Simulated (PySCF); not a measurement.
C3H3F2 (doublet state).
Atom-mapped SMILES: `[CH2:1]/[C:2]([F:3])=[CH:4]\[F:5]` (hydrogens: H6, H7 on C1; H8 on C4)

Geometry (GFN2-xTB, Å), atoms numbered from 1 in this order:
```
atom  x, y, z in Å
C1    -1.235   -0.125    0.191
C2     0.034    0.375    0.235
F3     0.250    1.514    0.933
C4     1.171   -0.139   -0.359
F5     1.108   -1.261   -1.079
H6    -1.436   -1.027   -0.354
H7    -2.036    0.374    0.699
H8     2.152    0.298   -0.291
```

The hyperfine couplings belong to this conformer and change with its torsions.

Computed with UKS B3LYP, pcH-1 on C F H, non-relativistic, mean-field spin-orbit, GIAO (PySCF). Isolated species at its GFN2-xTB geometry, gas phase. The geometry wasn't refined by DFT: couplings that depend on bond lengths, twists or pyramidal angles can differ widely from those at the functional's own minimum. The SCF solution wasn't tested for stability. ⟨S²⟩ is 0.777 where a pure state has 0.75.

Largest spin populations (Mulliken): C1 (+0.65), C4 (+0.63) and C2 (-0.23). The angles at C1 add up to 360.0°, so it is planar; its axial dipolar tensor and the negative couplings of its protons fit spin in a p orbital normal to that plane.

Task: Test a(H) = Q·ρ(C) for the protons on planar carbons with a spin population beyond ±0.08.

Result: 
```csv
H,C,ρ(C),a(H) (G),a/ρ (G)
H6,C1,+0.646,-13.50,-20.9
H7,C1,+0.646,-14.23,-22.0
H8,C4,+0.634,-17.32,-27.3
```

A least-squares line through the origin gives Q = -23.4 G with Mulliken populations. In McConnell's picture π spin on carbon polarises the C–H bond and leaves opposite spin at the proton, which makes Q negative, as found here.

Couplings in gauss use g_iso = 2.0032.
